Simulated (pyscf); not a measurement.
# 1,1-elimination: F–InH–Cl (SMILES [F][InH][Cl]) → Cl–In (SMILES [Cl][In]) [singlet] + HF (SMILES F)

Gas phase, singlet surface, charge 0. Bonds broken: In1–F3, In1–H4. Bonds formed: F3–H4. PySCF, gas phase, ωB97X-D3(BJ)/def2-SVP geometries. MP2 and CC: frozen core, UHF for open shells. ΔMP2 is the change of the MP2 total energy from the triple- to the quadruple-zeta basis.

Transition state (Å):

```xyz
4

In     0.4986     0.0203    -0.2552
Cl     2.4787     1.1212    -0.7510
F      0.4237    -1.2330     1.4534
H     -0.7143    -0.9621     0.4799
```

One imaginary mode, 1260i cm⁻¹; descent along it reached the two sides named.

```tsv
bond	change	reactant side (Å)	saddle	product side
In1–F3	breaks	1.950	2.120	2.8
In1–H4	breaks	1.693	1.725	3.2
F3–H4	forms	3.2	1.522	0.927
```

Electronic energies relative to the reactant's lowest minimum found (kJ/mol):

```tsv
level	barrier	reaction energy	reverse barrier
ωB97X-D3(BJ)/def2-TZVP	180.1	-4.7	184.8
PBE/def2-TZVP	123.9	-27.6	151.6
r²SCAN/def2-TZVP	146.0	-7.8	153.8
B3LYP-D3(BJ)/def2-TZVP	149.5	-36.1	185.6
PBE0-D3(BJ)/def2-TZVP	155.4	-22.4	177.8
M06-2X/def2-TZVP	177.3	-15.5	192.8
ωB97M-D3(BJ)/def2-TZVP	171.1	-17.6	188.7
HF/def2-TZVP	239.8	-21.9	261.7
MP2/def2-QZVPP	163.5	-37.9	201.4
CCSD/def2-TZVPP	183.4	-32.3	215.7
CCSD(T)/def2-TZVPP	170.6	-28.6	199.1
CCSD(T)/def2-TZVPP + ΔMP2(QZVPP)	167.0	-29.0	196.0
```

With CCSD(T)/def2-TZVPP + ΔMP2(QZVPP) energies and thermal terms (ideal gas, 1 atm, RRHO with modes under 100 cm⁻¹ raised to 100, one conformer, R ln 2 for chiral ones without a mode under 150 cm⁻¹), in kJ/mol:

```tsv
T (K)	ΔH‡	ΔG‡	ΔH	ΔG
298	162.1	162.4	-21.9	-55.9
600	160.3	163.3	-23.0	-90.2
900	158.3	165.3	-25.7	-123.3
1200	156.0	168.0	-29.0	-155.3
```

This is the saddle that the search found; another between the same sides may lie lower. The CCSD(T) − MP2 part came from Ansatz, without density fitting, on the same reference. The frozen core leaves the outer d or s,p core shells of the metals and heavy elements correlated in the MP2 and CC values, and def2-TZVPP describes them poorly, which can shift differences by a few kcal/mol. Elements past Kr carry the def2 core potentials, without spin-orbit coupling.
